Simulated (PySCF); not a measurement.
2-chloro-1-butene, C4H7Cl, SMILES C=C(Cl)CC, point group C1.

Level: B3LYP/pcSseg-1 in PySCF (density fitting, grid level 2); geometry and Hessian at that level, cubic constants and property derivatives from steps of ±0.6 along each species' dimensionless normal coordinates, second-order vibrational perturbation theory. The parent has the commonest isotopes.

Equilibrium geometry (Å):

```tsv
atom	x	y	z
C1	1.9830	0.0606	-0.3339
C2	0.8504	0.3524	0.2934
Cl3	0.6928	1.9251	1.1076
C4	-0.3663	-0.5213	0.4023
C5	-1.6042	0.0250	-0.3216
H6	2.0871	-0.9007	-0.8312
H7	2.8209	0.7489	-0.3686
H8	-0.1000	-1.5048	-0.0027
H9	-0.5973	-0.6679	1.4655
H10	-1.9036	0.9972	0.0820
H11	-2.4473	-0.6642	-0.2037
H12	-1.4108	0.1471	-1.3931
```

(1) Give the equilibrium and ground-state rotational constants (MHz) of parent; ²H at 11.

(2) How is the parent's vibrational correction B0 − Be made up?

(3) And its quartic centrifugal distortion constants from the harmonic force field?

(4) Which nuclear quadrupole couplings χaa, χbb, χcc (MHz) does the parent show, at equilibrium and averaged?

A mode lies under 250 cm⁻¹, where this perturbation treatment is rough. Internal rotors are held in one well.

Answers

(1) 
| species | Ae | Be | Ce | A0 | B0 | C0 | Δ0 (u Å²) | harmonic ZPE (cm⁻¹) |
| --- | --- | --- | --- | --- | --- | --- | --- | --- |
| parent | 5118.5 | 3117.9 | 2134.8 | 5100.3 | 3083.3 | 2117.8 | -24.357 | 21728 |
| ²H at 11 | 5078 | 2947.4 | 2046.9 | 5058 | 2916.7 | 2030.7 | -24.316 | 21032 |

Δ0 = Ic − Ia − Ib from the ground-state constants.

(2) 
```csv
axis,harmonic,Coriolis,cubic,total (MHz)
a,8.35,-8.74,-17.8,-18.2
b,5.61,-2.41,-37.8,-34.6
c,1.39,-1.35,-17.1,-17.1
```

(3) Asymmetric top, A reduction, Ir representation: ΔJ = 1.78 kHz, ΔJK = -2.51 kHz, ΔK = 5.19 kHz, δJ = 0.72 kHz, δK = 1.91 kHz.

(4) 35Cl at 3: -8.8, -25.1, 33.9 and -9.1, -24.7, 33.8.
